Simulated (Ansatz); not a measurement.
`CC(Cl)CCl` at its PBE0-D4/def2-TZVP geometry, where that method's forces vanish. The species carries charge 0 and has multiplicity 1.

```xyz
11

C    -0.9645    0.3581    0.8033
C     0.1900    0.5330   -0.1511
Cl    1.5319    1.4085    0.6667
C     0.7828   -0.7636   -0.6593
Cl   -0.3939   -1.6392   -1.6740
H    -1.7806   -0.1637    0.2995
H    -0.6589   -0.2271    1.6730
H    -1.3280    1.3263    1.1473
H    -0.0922    1.1607   -0.9971
H     1.6583   -0.5747   -1.2765
H     1.0549   -1.4182    0.1681
```

(1) What forces (eV/Å) does PBE-D4/def2-TZVPP give on these atoms in the Gaussian-basis code of Ansatz? (Best estimate.)

## Answers

(1) Ansatz gave: 
```
C1  -0.027  0.015  0.012
C2  -0.108 -0.051 -0.023
Cl3  0.303  0.199  0.171
C4   0.077  0.045  0.038
Cl5 -0.247 -0.202 -0.226
H6  -0.171 -0.107 -0.095
H7   0.053 -0.117  0.176
H8  -0.084  0.185  0.075
H9  -0.064  0.131 -0.186
H10  0.198  0.037 -0.123
H11  0.070 -0.135  0.182
```
